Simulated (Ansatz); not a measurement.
Species: Si$_{2}$H$_{6}$, charge 0, singlet. Si2H6 (silylsilane, SMILES [SiH3][SiH3]).
B3LYP-D3(BJ)/def2-TZVP minimum from Ansatz (a quantum-chemistry and plane-wave program):
```
Si
H 1 1.4832
H 1 1.4832 2 108.63
H 1 1.4832 2 108.63 3 118.00
Si 1 2.3443 2 110.30 4 121.00
H 5 1.4832 1 110.30 2 180.00
H 5 1.4832 6 108.63 1 -121.00
H 5 1.4832 6 108.63 7 -118.00
```
Charge 0, spin multiplicity 1.

Hartree-Fock and CCSD(T) correlation energies in hartree (Ansatz). UHF or UKS for unpaired electrons; spin-orbit terms are left out. Correlated methods leave the cores frozen. No relativity.

```csv
basis,X,E(HF),"E(corr, CCSD(T))"
cc-pV(T+d)Z,3,-581.37602,-0.32366
cc-pV(Q+d)Z,4,-581.38319,-0.33979
cc-pV(5+d)Z,5,-581.38449,withheld
```

Task: Fit E(corr) = E∞ + A/X³ to X = 3 and 4, predict X = 5, and compare with the run.

Result: A = (-0.32366 - (-0.33979))/(1/27 - 1/64) = 0.7533; E∞ = -0.33979 - A/64 = -0.35156; at X = 5, E∞ + A/125 = -0.34553. The run gave -0.34458, 0.95 mEh above the prediction. The same form on X = 4 and 5 gives E∞ = -0.34961, 1.95 mEh above the first estimate.
